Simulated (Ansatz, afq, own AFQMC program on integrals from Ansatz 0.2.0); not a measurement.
## CH3S, doublet in cc-pVDZ, levels against CCSDT(Q)

```xyz
5

C     0.0000    0.0496    1.1796
S     0.0000   -0.0617   -0.5242
H     0.0000    0.9990    1.6902
H     0.0000   -0.8792    1.7290
H     0.0000    1.2516   -0.7998
```

Connectivity, by distances: CH2–SH.

Basis cc-pVDZ. Only valence electrons are correlated. AFQMC by an in-house program on the Cholesky factors that Ansatz 0.2.0 writes for its CCSD(T) run. The CISD trial takes its coefficients from CCSD amplitudes. Released means that phaseless walkers are propagated on without the constraint, phases kept. Free projection: walkers drawn from exp(T), propagated without any constraint. Its projection time is finite, and what remains of the start isn't in its error. Uncertainties: one standard error, sampling alone.

Determinant: UHF, the one that the program's search chose, which needn't be the lowest solution. The geometry is a PBE0/def2-TZVP stationary point of this or a neighbouring charge and spin state.

No full CI on the walks' own integrals is used here; CCSDT(Q) serves as the reference and is uncertain by about the last step of the cluster series.

```
T1 diagnostic                               : 0.0182
weight of the determinant in the CISD state : 0.875
⟨S²⟩ of the determinant                     : 0.766
size of the correlated space                : 13 electrons in 41 orbitals
```

Reference: CCSDT(Q), correlation energy -8.165 eV. The released energy is read at 1.62 1/Eh, later times being too noisy (meV from the phaseless value at times in 1/Eh: 1 ± 13 at 0.24, -7 ± 13 at 0.51, -4 ± 14 at 0.99, -15 ± 17 at 1.62, -29 ± 26 at 2.40).

| level | E − E(reference) (meV) | share of correlation (%) |
| --- | --- | --- |
| HF | 8164.8 | 0.00 |
| MP2 | 1193.1 | 85.39 |
| CCSD | 247.2 | 96.97 |
| CCSD(T) | 36.5 | 99.55 |
| CCSDT | 14.1 | 99.83 |
| ph-AFQMC/HF | -50.9 ± 48.3 | 100.62 |
| ph-AFQMC/CISD | -5.2 ± 11.5 | 100.06 |
| released AFQMC | -20.5 ± 17.2 | 100.25 |
| free AFQMC | 8.8 ± 16.1 | 99.89 |

Free projections are given only where their last times agree within the noise and don't stop above the reference; a slow remainder of the start can still hide under it. A walk keeps the symmetry of its determinant, which the program's search chose and which needn't be the lowest solution, so a lower state of the same spin and another symmetry isn't excluded. Released energies are given only where the last usable release times agree within the noise; a slower fall can still hide under it.
